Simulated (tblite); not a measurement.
# AlCl3H2S: the cost of one run

Programs: tblite 0.8.0 and PySCF 2.14.0. All values are calculated, for the isolated system unless a continuum is named. Atoms count from 0, parts from 1.

## 1. Starting point

7 atoms, charge 0, multiplicity 1; geometry: rigid parts in contact. Parts: 1 = atoms 0–3, `[Cl][Al]([Cl])[Cl]`, charge 0; 2 = atoms 4–6, `S`, charge 0.

## 2. Bringing the parts together with GFN2-xTB

The job: settings as JSON, then the geometry in Å.

```
{"job": {"kind": "dock", "xc": "GFN2-xTB", "basis": "xTB"}, "charge": 0, "multiplicity": 1, "parts": [{"atoms": "0-3", "charge": 0, "multiplicity": 1}, {"atoms": "4-6", "charge": 0, "multiplicity": 1}]}
Cl    -0.942216     0.316183    -1.769976
Al     0.000034     0.000107     0.000225
Cl     0.986010     1.522549     0.911285
Cl    -0.043828    -1.838839     0.858466
S     -2.642457     0.461444     1.240290
H     -2.330292     0.034939     0.023253
H     -3.167185     1.586233     0.771318
```

With the program's defaults for keys left out, this is: GFN2-xTB search for minima from random contacts, gas phase.

The run is started by

```
$ OMP_NUM_THREADS=1 python cluster_run.py task.json out
```

One launch serves the whole session: the jobs run in the order shown.

Q: Estimate the wall time of this first job on 1 thread of Intel Xeon 6975P-C, shared host.

About 8.4 s.
